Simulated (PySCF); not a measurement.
Gas-phase thermal properties of Al(OH)3

Energies from PySCF (xtb for GFN2), thermal terms from the rigid-rotor harmonic-oscillator model, ideal gas at 1 bar. 6-31G* has spherical d functions here. All species are closed-shell singlets. B3LYP is the form with VWN-RPA correlation. Al(OH)3: computed as isolated molecules; such fragments, hydroxides, amides, oligomers or adducts are transient or little studied in the gas. The harmonic model lacks anharmonicity and excited electronic states, which grow with temperature; levels with a mode under 35 cm⁻¹ are left out.

| level | point group | σ | ZPE (kJ/mol) | S°298 (J/mol/K) | Cp298 (J/mol/K) | S°1000 (J/mol/K) | H1000 − H298 (kJ/mol) |
|---|---|---|---|---|---|---|---|
| B3LYP/6-31G* | C3h | 3 | 106.7 | 305.0 | 93.9 | 444.2 | 83.1 |
| GFN2-xTB | C3h | 3 | 101.5 | 308.3 | 99.5 | 451.5 | 85.1 |
| HF/6-31G* | C3h | 3 | 114.6 | 300.2 | 91.5 | 437.6 | 82.2 |
| PBE/def2-SVP | C3h | 3 | 104.3 | 307.9 | 96.6 | 448.9 | 84.1 |
| PBE0/def2-TZVP | C3h | 3 | 108.8 | 304.1 | 94.2 | 443.5 | 83.2 |
σ: rotational symmetry number. Electronic degeneracy used: 1. Frequencies are unscaled.
